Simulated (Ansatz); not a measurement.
Geometry optimisation, Ansatz 0.2.0, UKS B3LYP/def2-SVP.

The input (input.yaml):

```yaml
crystal:
  periodic: [false, false, false]
  atoms:
    - { symbol: O, position_ang: [-1.5341, -0.7688, 1.0133] }
    - { symbol: C, position_ang: [-0.333, -0.9641, 0.3818] }
    - { symbol: C, position_ang: [0.3596, 0.3379, 0.2463] }
    - { symbol: C, position_ang: [0.8971, 0.8526, -0.9025] }
    - { symbol: Cl, position_ang: [1.6575, 2.3281, -1.0199] }
    - { symbol: H, position_ang: [-2.0406, -0.0301, 0.4744] }
    - { symbol: H, position_ang: [-1.42296, -1.40419, 1.76432] }
    - { symbol: H, position_ang: [-0.4639, -1.4235, -0.5927] }
    - { symbol: H, position_ang: [0.5773, 0.8917, 1.2297] }
    - { symbol: H, position_ang: [0.6964, 0.3746, -1.843] }
magnetization:
  spin_polarized: true
basis:
  gaussian: { orbitals: def2-SVP }
hamiltonian:
  xc: b3lyp
relax:
  f_tol: 0.02
  max_steps: 50
output:
  orbitals: {}
```

Launched with:

```bash
$ ansatz run input.yaml --threads 2 --pin off --max-ram 3072MiB --backend cpu --events-out ev --progress --plain --runs-dir out
```

Question: Where does it end, and by what steps?

Answer: The run converged. After 33 steps the energy has fallen by 1.646 eV; H6 moved furthest, 1.55 Å. Parted: O1–C2.

```json
{"step": "0", "energy less start (eV)": "0.0000", "largest force component (eV/Å)": "5.141", "accepted": "yes"}
{"step": "2", "energy less start (eV)": "-1.1249", "largest force component (eV/Å)": "1.164", "accepted": "yes"}
{"step": "4", "energy less start (eV)": "-1.3987", "largest force component (eV/Å)": "1.605", "accepted": "yes"}
{"step": "6", "energy less start (eV)": "-1.5029", "largest force component (eV/Å)": "0.300", "accepted": "yes"}
{"step": "8", "energy less start (eV)": "-1.5166", "largest force component (eV/Å)": "0.219", "accepted": "yes"}
{"step": "10", "energy less start (eV)": "-1.5258", "largest force component (eV/Å)": "0.117", "accepted": "yes"}
{"step": "12", "energy less start (eV)": "-1.5274", "largest force component (eV/Å)": "0.178", "accepted": "yes"}
{"step": "14", "energy less start (eV)": "-1.5356", "largest force component (eV/Å)": "0.157", "accepted": "yes"}
{"step": "16", "energy less start (eV)": "-1.5427", "largest force component (eV/Å)": "0.293", "accepted": "yes"}
{"step": "18", "energy less start (eV)": "-1.5548", "largest force component (eV/Å)": "0.147", "accepted": "yes"}
{"step": "20", "energy less start (eV)": "-1.5425", "largest force component (eV/Å)": "1.475", "accepted": "no"}
{"step": "22", "energy less start (eV)": "-1.5831", "largest force component (eV/Å)": "0.309", "accepted": "yes"}
{"step": "24", "energy less start (eV)": "-1.6026", "largest force component (eV/Å)": "0.737", "accepted": "yes"}
{"step": "26", "energy less start (eV)": "-1.6362", "largest force component (eV/Å)": "0.185", "accepted": "yes"}
{"step": "28", "energy less start (eV)": "-1.6425", "largest force component (eV/Å)": "0.177", "accepted": "yes"}
{"step": "30", "energy less start (eV)": "-1.6451", "largest force component (eV/Å)": "0.047", "accepted": "yes"}
{"step": "32", "energy less start (eV)": "-1.6457", "largest force component (eV/Å)": "0.024", "accepted": "yes"}
{"step": "33", "energy less start (eV)": "-1.6458", "largest force component (eV/Å)": "0.008", "accepted": "yes"}
```

```xyz
10
Properties=species:S:1:pos:R:3
O -2.220 -0.672 1.566
C -0.134 -0.781 0.166
C 0.460 0.493 0.168
C 1.053 0.946 -0.985
Cl 2.265 2.168 -1.018
H -2.754 -1.288 1.043
H -1.311 -1.067 1.495
H -0.476 -1.118 -0.833
H 0.645 1.028 1.107
H 0.864 0.485 -1.958
```

The run took 2.3 min on 2 threads of Arm Neoverse V2, on a shared host, peak memory 0.3 GiB.
